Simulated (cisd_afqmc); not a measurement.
Input (AFQMC/CISD/cc-pVDZ; cisd_afqmc is a phaseless AFQMC code with CISD trial states that reads the integrals written by Ansatz):

Ansatz 0.2 input:
```python
import cisd_afqmc

open("ham.yaml", "w").write("""\
crystal:
  periodic: [false, false, false]
  atoms:
    - {symbol: C, position_ang: [-0.00031565, -0.01876434, 0.11346103]}
    - {symbol: C, position_ang: [-0.00366586, -0.21792541, 1.31771454]}
    - {symbol: C, position_ang: [0.00342830, 0.20380299, -1.23232147]}
    - {symbol: H, position_ang: [-0.00658048, -0.39119133, 2.36538959]}
    - {symbol: H, position_ang: [0.93286994, 0.33015230, -1.77073907]}
    - {symbol: H, position_ang: [-0.92297020, 0.25835959, -1.78777517]}
basis:
  gaussian:
    orbitals: cc-pVDZ
magnetization: {spin_polarized: true, initial_magnetization: 1}
correlation: {method: ccsd, electrons: outside_noble_gas, hamiltonian_folder: ham}
""")
rep = cisd_afqmc.ansatz("ham.yaml")
e_ccsd = rep["correlation"]["coupled_cluster"]["energy"]["hartree"]
out = cisd_afqmc.run("ham", e_ccsd, trial="CISD", walkers=100, populations=8, threads=8, dt=0.005, steps=40, early=24, settle=10, least=32,
    cut=5e-5, rank_cut=2e-4, target=0.0004, seconds=1500, seed=1, memory=17280, gpu=False)
```

Output:

```
orbitals 54, occupied [8, 7], factors 317 of 527, rank of the doubles 328 of 697
E(HF) = -115.260793
E(CCSD) on the cut factors = -115.648456, shift to the whole factors -0.000013
Energy of the trial state on the determinant = -115.648452
  tau behind 7.2 of longer steps, mean of the populations' last blocks
   2.0  -115.66543
   4.0  -115.66474
   6.0  -115.66598
   8.0  -115.66604
  10.0  -115.66709
  12.0  -115.66441
  14.0  -115.66682
  16.0  -115.66444
  18.0  -115.66437
  20.0  -115.66594
  22.0  -115.66616
  24.0  -115.66679
  26.0  -115.66333
  28.0  -115.66203
  30.0  -115.66652
  32.0  -115.66663
blocks 1404 (3 outliers left out), error by blocks joined: 1: 0.00018, 2: 0.00023, 4: 0.00029, 8: 0.00035, 16: 0.00040
E(AFQMC/CISD) = -115.66525 +/- 0.00040
```

The determinant is spin-contaminated: <S^2> is 0.96, 0.21 over the pure value.
